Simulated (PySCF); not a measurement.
Molecule: tetrahydroborate (SMILES [BH4-]).

Atom-mapped SMILES (the numbers label the heavy atoms): `[BH4-:1]`. Each H is labelled by its parent atom.

Geometry PBE0-D3(BJ)/def2-SVP throughout; GIAO in PySCF 2.14, gas phase, one conformer, non-relativistic; equivalent atoms averaged; basis pcSseg-2.

**Question.** How do the shifts δ (against BF3·OEt2, TMS at the same level) depend on the functional? (ppm; last column core-seconds on shared hosts with different chips, so compare them loosely; the GGAs took longer than the global hybrids here, which isn't the general rule, and the cause wasn't traced)

**Answer.** 
```csv
functional,kind,B1,H(B1),core-s
HF,Hartree–Fock,-40.1,-0.04,0.8
LDA,LDA,-62.3,-0.45,2.3
PBE,GGA,-58.1,-0.34,3
BLYP,GGA,-56.2,-0.27,3
BP86,GGA,-56.7,-0.30,2.8
OPBE,GGA,-54.9,-0.35,3.2
KT2,GGA,-55.4,-0.38,2.8
KT3,GGA,-52.8,-0.37,3
B97-D,GGA,-53.0,-0.28,2.9
B3LYP,global hybrid,-52.5,-0.25,2.2
PBE0,global hybrid,-53.2,-0.28,1.2
mPW1PW91,global hybrid,-52.4,-0.28,2.3
WP04,global hybrid,-45.6,-0.49,1
B97-2,global hybrid,-51.2,-0.27,0.9
BHandHLYP,global hybrid,-47.5,-0.21,0.9
CAM-B3LYP,range-separated hybrid,-53.1,-0.23,1.1
wB97X-D,range-separated hybrid,-52.5,-0.20,1.1
LC-wPBE,range-separated hybrid,-54.6,-0.25,1.7
```

**Question.** Which nucleus moves most, in ppm?

**Answer.** B1 (boron bonded to 4 H): from -62.3 ppm with LDA to -40.1 ppm with HF. The smallest spread is 0.46 ppm, at H(B1).
